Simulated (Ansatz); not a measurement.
## Lattice parameter a of some fcc solids

Method: rVV10 (PAW; Ansatz, a program for electronic structure). References are measured values corrected to a static lattice. The table is a random draw of 10 from 12 solids with such references.

Values in Å.

| solid | reference | rVV10 | error (%) |
|---|---|---|---|
| fcc Pt | 3.913 | 4.014 | +2.58 |
| fcc Ni | 3.508 | 3.537 | +0.83 |
| fcc Rh | 3.794 | 3.866 | +1.90 |
| fcc Ca | 5.553¶ | 5.458 | -1.71 |
| fcc Au | 4.062 | ? | ? |
| fcc Cu | 3.595¶ | 3.647 | +1.45 |
| fcc Pd | 3.876 | 3.976 | +2.58 |
| fcc Sr | 6.045¶ | 5.937 | -1.79 |
| fcc Al | 4.018 | 4.026 | +0.20 |
| fcc Pb | 4.902¶ | 5.062 | +3.26 |

Question: Estimate the withheld rVV10 value.

Answer: The errors of the other rows run from -1.79 % to +3.26 %, with a median of +1.45 %; carried to the reference 4.062 it gives 4.121 Å. The run gives 4.198 Å (+3.35 %), +1.87 % from the estimate, outside the range of the other rows; the row was drawn at random, and such an estimate is rough. Over these 10 solids the mean error is +1.26 %, the mean absolute error 1.96 % (median 1.84 %), and the worst case fcc Au at +3.35 %; the value is above the reference in 8 of 10 cases. Over all 12, from unrounded values, the mean error is +1.43 % and the mean absolute error 2.02 % (median 1.96 %).

All these references are brought to a static lattice.

Spin–orbit coupling is left out, also for the solids with elements from indium on (fcc Pt, fcc Au, fcc Pb); its size isn't shown.

¶ marks references of a special kind: fcc Ca, 5.553 Å (measured, low-temperature or extrapolated to 0 K; zero-point anharmonic expansion removed; as tabulated in Csonka et al. (2009), arXiv:0903.4037); fcc Cu, 3.595 Å (measured, low-temperature or extrapolated to 0 K; zero-point anharmonic expansion removed; as tabulated in Csonka et al. (2009), arXiv:0903.4037); fcc Sr, 6.045 Å (measured, low-temperature or extrapolated to 0 K; zero-point anharmonic expansion removed; as tabulated in Csonka et al. (2009), arXiv:0903.4037); fcc Pb, 4.902 Å (measured, low-temperature or extrapolated to 0 K; zero-point anharmonic expansion removed, our sources range from 4.902 to 4.912; as tabulated in Csonka et al. (2009), arXiv:0903.4037).

Differences are worked out from the printed values.

Ansatz's density-functional and Hartree–Fock values are scalar-relativistic unless marked +SOC, with PAW data made under PBE.

Ansatz's runs of these crystals have no spin polarisation, but for fcc Ni.

Density-functional runs with spin start from parallel moments for fcc Ni.

Of the class's solids with a reference value and a result at some level, none was set aside. At least 1 more with a reference value is held back for tests. Solids without a released value at any level aren't counted. Layered and molecular crystals are counted apart. The metals Ce to Yb are counted apart.

References as tabulated in Mejia-Rodriguez and Trickey (2018), arXiv:1807.09216; Csonka et al. (2009), arXiv:0903.4037.
